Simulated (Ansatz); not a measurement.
`C=CCC=O` + `OCO` → `O=CCOCO` + `C=C`  (substitution at a C–C bond)

Calculated with Ansatz (gas phase, PBE0-D4/def2-TZVP geometries, no zero-point term in ΔE). CBS: MP2 limit from def2 TZ/QZ plus the TZ coupled-cluster correction, frozen cores. This one scheme is used for every species. DFT in def2-TZVPP. One conformer a species, not always the lowest.

| level | ΔE (kJ/mol) |
| --- | --- |
| B2PLYP | 48.5 |
| HF/def2-TZVPP | 43.7 |
| SCS-MP2/def2-TZVPP | 50.5 |
| CCSD/def2-TZVPP | 48.1 |

Q: What does CCSD(T)/CBS give? (An estimate is asked.)

A: The calculation gave: +50.8 kJ/mol. The listed levels differ from it by -2.3, -7.1, -0.3, -2.7 kJ/mol.

Largest T1 diagnostic among the species: 0.014.

In def2-TZVPP, CCSD(T) changes the Hartree–Fock value by +4.1 kJ/mol (the triples alone add −0.4 kJ/mol) and MP2 by +11.1 kJ/mol.
